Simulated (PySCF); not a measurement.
Quadrupolar nuclei of AlH2Cl in NMR

AlH2Cl.
Z-matrix (Å and degrees, PBE0-D3(BJ)/def2-SVP geometry), rows numbered from 1:
```
Al
H   1  1.5793
H   1  1.5795  2  124.90
Cl  1  2.1084  2  117.45  3  -179.63
```

Computed at PBE0/pcSseg-1 (pcSseg-2 on Al) (PySCF, non-relativistic):

```
atom                     environment  nucleus  spin I    Q (b)  CQ = χzz (MHz)      η
 Al1  aluminium bonded to Cl and 2 H     27Al     5/2   0.1466          44.390  0.541
 Cl4           chlorine bonded to Al     35Cl     3/2  -0.0817         -24.336  0.562
```

Problem. Recover the principal values of the field gradient from CQ = 234.96 MHz × Q × Vzz, η = (Vxx − Vyy)/Vzz and a zero trace.

Solution. Vxx = −Vzz(1 − η)/2 and Vyy = −Vzz(1 + η)/2, in au:

| atom | Vxx (au) | Vyy (au) | Vzz (au) | Vzz (10²¹ V/m²) |
| --- | --- | --- | --- | --- |
| Al1 | -0.296 | -0.993 | 1.289 | 12.52 |
| Cl4 | -0.278 | -0.990 | 1.268 | 12.32 |

Problem. At 21.15 T, set νQ = 3|CQ|/[2I(2I − 1)] beside the Larmor frequency (|g| × 7.62259 MHz/T × B; g(27Al) = 1.45660, g(35Cl) = 0.54792), and give PQ = |CQ|√(1 + η²/3).

Solution. 
```
atom  PQ (MHz)  νQ (MHz)  ν0 (MHz)  νQ/ν0
 Al1     46.50     6.659    234.83  0.028
 Cl4     25.58     12.17     88.33  0.138
```

For Al1: PQ = 44.39 × 1.0476, νQ = 44.39 × 0.1500, ν0 = 11.1031 MHz/T × 21.15 T.

Problem. For half-integer spins with νQ below a tenth of ν0, find the second-order shift of the centre of gravity of the central transition at 21.15, 23.5 and 28.2 T.

Solution. From −(3/40)(PQ/ν0)²[I(I + 1) − 3/4]/[I(2I − 1)]², which goes as 1/B² (ppm):

```json
{"site": "27Al at Al1", "21.15 T": "-235", "23.5 T": "-191", "28.2 T": "-132"}
```

The couplings are those of the rigid, isolated species; surroundings and motion change them. With so small a basis the couplings can be 20 % off.
